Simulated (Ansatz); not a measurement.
Run this with Ansatz's Python interface and show what comes out.

The script, `bfho.py`:
```python
"""A composite energy for BFHO: DFT geometry, MP2 basis limit, coupled-cluster correction."""

import warnings

import ansatz as az
import numpy as np

GEOMETRY = """
O     1.31230    0.36960   -0.47540
B    -0.01610   -0.05970    0.04050
F    -1.27990    0.53520   -0.43340
H     0.03920   -0.90530    0.84790
"""

warnings.simplefilter("ignore", az.DeckWarning)

bfho = az.Crystal.molecule()
for line in GEOMETRY.strip().splitlines():
    symbol, *xyz = line.split()
    bfho = bfho.atom(symbol, [float(v) for v in xyz])

model = bfho.calculation().basis(gaussian="def2-SVP").functional("b3lyp").spin("collinear", total=1)
symbols = [site.symbol for site in bfho.cartesian_sites]
start = np.array([site.position_ang for site in bfho.cartesian_sites], dtype=float)
data = model.relax(force_tolerance=0.01, max_steps=100).run().report
end = np.array(data["positions_ang"])
print("final positions (A) and the move of each atom")
for symbol, xyz, old in zip(symbols, end, start):
    print(f"{symbol:2s} {xyz[0]:10.5f} {xyz[1]:10.5f} {xyz[2]:10.5f}   {np.linalg.norm(xyz - old):7.4f}")

minimum = az.Crystal.molecule()
for symbol, place in zip(symbols, end):
    minimum = minimum.atom(symbol, place.tolist())
at_minimum = minimum.calculation().spin("collinear", total=1)
# MP2 extrapolated to the basis limit, plus the small-basis difference CCSD(T) - MP2
level = lambda method, basis: at_minimum.basis(gaussian=basis).correlation(method).run().report
small, large, cluster = level("mp2", "cc-pVDZ"), level("mp2", "cc-pVTZ"), level("ccsd_t", "cc-pVDZ")
corr = lambda each: (each["free_energy_ev"] - each["reference_energy_ev"]) / 27.211386246
mp2_limit = (27 * corr(large) - 8 * corr(small)) / 19
pieces = {"HF / cc-pVTZ": large["reference_energy_ev"] / 27.211386246, "MP2 correlation, DZ-TZ limit": mp2_limit, "CCSD(T) - MP2 / cc-pVDZ": corr(cluster) - corr(small)}
for name, value in pieces.items():
    print(f"{name:32s} {value:14.6f} Ha")
print(f"{'sum':32s} {sum(pieces.values()):14.6f} Ha")
print("T1 diagnostic", round(cluster["correlation"]["coupled_cluster"]["t1_diagnostic"], 4))
```

Output of `python bfho.py`:
```text
final positions (A) and the move of each atom
O     1.18488    0.34530   -0.43551    0.1357
B    -0.01378   -0.01167   -0.00615    0.0670
F    -1.16140    0.50781   -0.40757    0.1243
H     0.04580   -0.90164    0.82883    0.0205
HF / cc-pVTZ                        -199.704027 Ha
MP2 correlation, DZ-TZ limit          -0.585900 Ha
CCSD(T) - MP2 / cc-pVDZ               -0.032625 Ha
sum                                 -200.322551 Ha
T1 diagnostic 0.0222
```

Notes:
- The settings weren't tested for convergence.
- The sum leaves out core correlation, relativity, the Hartree-Fock basis error and zero-point energy; a DZ-TZ extrapolation is rough.
- The species is open-shell (spin multiplicity 2).
- b3lyp holds the VWN-RPA fit, as in Gaussian; the form of ORCA and Turbomole is b3lyp5.
- Inner cores stay frozen, so this is valence correlation.
- An extrapolation from small basis sets is rough.
- The whole script took 19 s on 1 thread of Arm Neoverse V2, on a shared host, peak memory 0.24 GiB.
